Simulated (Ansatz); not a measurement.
# C2H6N2: a ladder of functionals and wavefunction methods

One table from this session's results is given with a row withheld; the runs are named, their logs left out.

Computed with Ansatz 0.2.0, Gaussian basis. Level: functionals in def2-TZVPP, the program's frozen cores in correlated methods.

The runs, in order: LDA (SPW92), PBE-D4, revPBE-D4, BLYP-D4, r2SCAN-D4, B97M-V, PBE0-D4, B3LYP-D4, r2SCANh-D4, r2SCAN0-D4, HSE06-D4, BHLYP-D4, CAM-B3LYP-D4, LC-ωPBE, ωB97X-V, ωB97M-V, B2PLYP, PBE-QIDH; CCSD(T)/def2-SVP; CCSD(T)/def2-TZVPP; CCSD(T)/def2-QZVPP; extrapolation to the limit; RPA on PBE.

**The geometry**

All runs share one geometry, relaxed beforehand with PBE0-D4 in a triple-zeta def2 set.

SMILES `C/N=N\C`, 10 atoms, charge 0, spin multiplicity 1.

Atoms are counted from 1 here; the program's logs count them from 0.

Bond lengths: C1–N2 1.464 Å, C1–H5 1.095 Å, C1–H6 1.088 Å, C1–H7 1.095 Å, N2–N3 1.230 Å, N3–C4 1.463 Å, C4–H8 1.088 Å, C4–H9 1.095 Å, C4–H10 1.095 Å. Angles: N2–C1–H5 111.3°, N2–C1–H6 107.9°, N2–C1–H7 111.3°, H5–C1–H6 109.2°, H5–C1–H7 107.8°, H6–C1–H7 109.2°, C1–N2–N3 119.7°, N2–N3–C4 119.7°, N3–C4–H8 107.9°, N3–C4–H9 111.3°, N3–C4–H10 111.3°, H8–C4–H9 109.2°, H8–C4–H10 109.2°, H9–C4–H10 107.8°.

Set-up of the first run:

File in.yaml:

```yaml
crystal:
  periodic: [false, false, false]
  atoms:
    - {symbol: C, position_ang: [0.341017, 1.294356, 0.100545]}
    - {symbol: N, position_ang: [0.103105, 0.455033, 1.275629]}
    - {symbol: N, position_ang: [-0.207302, -0.726156, 1.128979]}
    - {symbol: C, position_ang: [-0.335904, -1.280992, -0.219121]}
    - {symbol: H, position_ang: [1.161788, 0.902229, -0.509476]}
    - {symbol: H, position_ang: [0.599190, 2.291899, 0.448883]}
    - {symbol: H, position_ang: [-0.549794, 1.353588, -0.533857]}
    - {symbol: H, position_ang: [-0.614039, -2.328284, -0.124588]}
    - {symbol: H, position_ang: [-1.104660, -0.754626, -0.794883]}
    - {symbol: H, position_ang: [0.606589, -1.207048, -0.772110]}
basis:
  gaussian: {orbitals: def2-TZVPP}
hamiltonian: {xc: lda}
output: {orbitals: {seedname: orbitals}}
```

Run with:

```sh
$ ansatz run in.yaml --threads 2 --pin off --events-out ev --progress --plain --max-ram 22528MiB --backend cpu
```

Steps of the session up to this table: LDA; PBE-D4 (GGA); revPBE-D4 (GGA); BLYP-D4 (GGA); r2SCAN-D4 (meta-GGA); B97M-V (meta-GGA); PBE0-D4 (hybrid); B3LYP-D4 (hybrid); r2SCANh-D4 (hybrid); r2SCAN0-D4 (hybrid); HSE06-D4 (hybrid); BHLYP-D4 (hybrid); CAM-B3LYP-D4 (range-separated); LC-ωPBE (range-separated); ωB97X-V (range-separated); ωB97M-V (range-separated); B2PLYP (double hybrid); PBE-QIDH (double hybrid).

One table of the session follows, with a row left open; its other results are not shown here.

It belongs to the step «Orbital energies across the functionals». 

```
  functional  HOMO (eV)  gap (eV)
 LDA (SPW92)      -4.93      2.55
      PBE-D4      -4.86      2.69
   revPBE-D4          ?         ?
     BLYP-D4      -4.77      2.71
   r2SCAN-D4      -5.14      3.14
      B97M-V      -5.38      3.50
     PBE0-D4      -6.33      5.37
    B3LYP-D4      -6.11      4.85
  r2SCANh-D4      -5.69      4.14
  r2SCAN0-D4      -6.53      5.66
    HSE06-D4      -5.93      4.57
    BHLYP-D4      -7.77      8.12
CAM-B3LYP-D4      -7.77      8.05
     LC-ωPBE      -9.09     10.64
     ωB97X-V      -8.77     10.25
     ωB97M-V      -8.71     10.14
```

Q: Estimate the row for revPBE-D4 from the others.

As computed: HOMO (eV): -4.82; gap (eV): 2.73. In the column «HOMO (eV)» it lies between PBE-D4 (-4.86) and BLYP-D4 (-4.77).
